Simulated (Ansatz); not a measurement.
**One structure, 3 elements: Si3Rh, Ge3Rh, RhPb3**

Plane-wave DFT in Ansatz with scalar-relativistic PAW potentials, cutoff 420 eV, Γ-centred meshes chosen by cell and gap, Gaussian smearing with energies taken to zero width. Every cell was relaxed (cell and atoms) in a run of its own, within the symmetry of its start. Functional: PBE.

All members share space group Pm-3m and the same sites; only the element on one set of sites changes (Si, Ge, Pb). Members needn't be the stable form of their composition. Energies over the elements, where given, are against the elements' standard states in the same functional (H₂, N₂, O₂ and halogens uncorrected, Hg as a solid). The first member:

Space group Pm-3m (No. 221). a = 3.835 Å, b = 3.835 Å, c = 3.835 Å, α = 90.00°, β = 90.00°, γ = 90.00°
```tsv
atom	site	symmetry	x	y	z
Si	3c	4/mm.m	0.0000	0.5000	0.5000
Rh	1a	m-3m	0.0000	0.0000	0.0000
```

| compound | V (Å³/atom) | a (Å) | energy over elements (eV/atom) |
| --- | --- | --- | --- |
| Si3Rh | 14.10 | 3.835 | 0.158 |
| RhPb3 | 25.43 | 4.668 | 0.281 |

Predict the member with Ge.

V (Å³/atom) 16.89, a (Å) 4.073, energy over elements (eV/atom) 0.164. Interpolating linearly in period between Si and Pb would give 17.87 Å³/atom (5.8 % too large), with 0.199 eV/atom over the elements. Over the whole series the volume grows at each step down the group; all are metallic on the mesh; none is bound against its elements in this structure, and Si comes closest, though by under 10 meV/atom, near what separate runs resolve.

Spin-orbit coupling is left out, which matters for the bands of heavy elements. For Tl, Pb and Bi spin-orbit coupling shifts energies too.